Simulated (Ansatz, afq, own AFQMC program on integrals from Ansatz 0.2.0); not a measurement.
## Where AFQMC and coupled cluster stand for CH3B, singlet

| atom | x (Å) | y (Å) | z (Å) |
| --- | --- | --- | --- |
| B | -1.4976 | 0.0138 | 0.0119 |
| C | 1.0013 | -0.0092 | -0.0080 |
| H | 1.3677 | -1.0439 | -0.0057 |
| H | 1.3890 | 0.5074 | 0.8796 |
| H | 1.3747 | 0.4985 | -0.9067 |

Connectivity, by distances: B ··· CH3.

Basis cc-pVDZ. Only valence electrons are correlated. Ansatz 0.2.0 and our own AFQMC program on the same integrals; the CISD trial comes from CCSD amplitudes, and released means the phaseless constraint is let go. ± is one standard error of the sampling.

Determinant: RHF, the one that the program's search chose, which needn't be the lowest solution. The geometry is a point of a scan.

No full CI on the walks' own integrals is used here; CCSDT(Q) serves as the reference and is uncertain by about the last step of the cluster series.

Cautions: higher spins were not checked; restricted determinant unstable towards unrestricted (UHF 340 meV lower, ⟨S²⟩ 0.63).

* T1 diagnostic: 0.0172
* weight of the determinant in the CISD state: 0.832
* size of the correlated space: 10 electrons in 41 orbitals

Reference: CCSDT(Q), correlation energy -7.339 eV. The released energy is read at 1.62 1/Eh, later times being too noisy (meV from the phaseless value at times in 1/Eh: -21 ± 24 at 0.24, -29 ± 20 at 0.51, -63 ± 23 at 0.99, -22 ± 30 at 1.62, -25 ± 40 at 2.40).

```tsv
level	E − E(reference) (mEh)	share of correlation (%)
HF	269.70	0.00
MP2	56.64	79.00
CCSD	11.02	95.91
CCSD(T)	1.81	99.33
CCSDT	0.63	99.77
ph-AFQMC/CISD	3.02 ± 0.65	98.88
released AFQMC	2.21 ± 1.12	99.18
```

A walk keeps the symmetry of its determinant, which the program's search chose and which needn't be the lowest solution, so a lower state of the same spin and another symmetry isn't excluded. Released energies are given only where the last usable release times agree within the noise; a slower fall can still hide under it.
